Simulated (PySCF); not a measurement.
Gas-phase reaction: 3 H₃SiCCH + 2 NH₂ → ethylsilane + 2 SiN + C₄H₈ (trans-2-butene)

Energies from PySCF, thermal terms from the rigid-rotor harmonic-oscillator model, ideal gas at 1 bar. † marks an energy on the PBE0/def2-TZVP geometry and frequencies; other levels use their own. 6-31G* has spherical d functions here. Open shells (unrestricted): NH₂ (multiplicity 2), SiN (multiplicity 2); the rest are closed-shell singlets. B3LYP is the form with VWN-RPA correlation. The harmonic model lacks anharmonicity and excited electronic states, which grow with temperature; levels with a mode under 35 cm⁻¹ are left out. Internal rotation in ethylsilane, C₄H₈ (trans-2-butene) is treated as a harmonic vibration of one conformer, which makes the entropy rough.

```tsv
level	ΔE electronic, kJ	ΔH°(298 K), kJ	ΔS°(298 K), J/K	ΔG°(2500 K), kJ
B3LYP/6-31G*	-321	-240	-170	262
B3LYP/def2-TZVP†	-228	-150	-171	349
BLYP/def2-TZVP†	-253	-175	-171	324
M06-2X/def2-TZVP†	-243	-165	-171	333
PBE/def2-TZVP†	-314	-236	-171	262
PBE0/def2-TZVP	-269	-192	-171	307
LDA/def2-TZVP†	-420	-342	-171	157
ωB97M-V/def2-TZVP†	-242	-164	-171	335
ωB97X-V/def2-TZVP†	-228	-150	-171	348
```
ΔH° is lowest at LDA/def2-TZVP† and highest at B3LYP/def2-TZVP†. No reference value is set beside these.
